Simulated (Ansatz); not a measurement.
Ansatz (a first-principles code) input:

Ansatz 0.2 input:
```yaml
crystal:
  periodic: [false, false, false]
  atoms:
    - {symbol: C, position_ang: [0.05100638, -0.58378700, -0.01181402]}
    - {symbol: C, position_ang: [0.04460873, 0.71726049, 0.01788006]}
    - {symbol: H, position_ang: [-0.87346485, -1.16381706, -0.05413951]}
    - {symbol: H, position_ang: [0.97198321, -1.16021184, 0.00382948]}
    - {symbol: H, position_ang: [-0.67220906, 1.52318793, 0.01391380]}
basis:
  gaussian:
    orbitals: def2-TZVPD
hamiltonian:
  xc: {name: PBE-QIDH}
magnetization: {spin_polarized: true, initial_magnetization: 1}
correlation: {electrons: outside_noble_gas}
```

Q: Which total energy does the run end on?

A: -77.81082 Eh (PBE-QIDH/def2-TZVPD). The basis has 101 functions.

It need not be the lowest isomer of its formula.
